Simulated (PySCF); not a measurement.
Species: disulfane, H2S2.
Cartesian coordinates in Å at the PBE0-D3(BJ)/def2-TZVP level; atoms count from 1:
```
atom  x, y, z in Å
S1     1.0135    0.4866    0.3759
S2    -0.9483    0.4591   -0.2013
H3     1.5053   -0.3715   -0.5377
H4    -1.3750   -0.5514    0.5798
```

Linear response at PBE0/aug-cc-pVTZ (PySCF, frozen core in the response, non-relativistic). Isolated species at its PBE0-D3(BJ)/def2-TZVP geometry, gas phase.

Static isotropic polarisability: 44.17 au (6.55 Å³), principal values 38.0, 38.1, 56.4 au.

Task: What is the polarisability at 1064 nm and at the sodium D line?

Result: 44.64 au at 1064 nm (+1.1 %), 45.76 au at 589.3 nm (+3.6 %). The rise at 589.3 nm is 3.40 times that at 1064 nm; a pure ω² law gives 3.26. The lowest singlet lies at 254 nm, shorter than both wavelengths.

Task: What is the isotropic C6 coefficient between two such molecules, C6 = (3/π)∫α(iω)² dω?

Result: 690.9 au (Eh·bohr⁶) by a ten-point quadrature over imaginary frequencies, which is 413 eV·Å⁶ or 39.8 J·nm⁶/mol.

Task: Which effective excitation energy ω̄ makes London's formula C6 = (3/4)α²ω̄ exact here?

Result: ω̄ = 4·C6/(3α²) = 0.472 Eh = 12.8 eV. A one-pole form α(ω) = α/(1 − ω²/ω̄²) fitted to the 1064 nm value gives 11.4 eV.

Task: What n − 1 at the D line would an ideal gas of it have at 273.15 K and 1 atm (2.6868 × 10¹⁹ cm⁻³), by n − 1 = 2π·N·α′?

Result: 11.45 × 10⁻⁴, a formal value whether or not that pressure can be reached.

Task: What molar refraction at the D line follows from R = (4π/3)·N_A·α′, with α′ the polarisability volume?

Result: α′ = 6.78 Å³ gives R = 17.10 cm³/mol, for isolated, non-vibrating species.

Task: What does −C6/R⁶ come to at R = 10 Å between centres?

Result: -40 J/mol. This is the leading, orientation-averaged term; C8 and higher terms are left out.

Task: What three-body coefficient follows from the one-pole estimate C9 = (3/4)·α·C6?

Result: 22900 au. This is an estimate from the two numbers above, not a computed integral.

Task: How many electrons N does the Slater–Kirkwood formula C6 = (3/4)·√N·α^(3/2) need to give this C6?

Result: N = (4·C6/3)²/α³ = 9.8; the species has 34 electrons in all.

Task: How anisotropic is the static polarisability, by Δα² = ½[(α1 − α2)² + (α2 − α3)² + (α3 − α1)²]?

Result: Δα = 18.3 au, or 0.42 of the isotropic value.
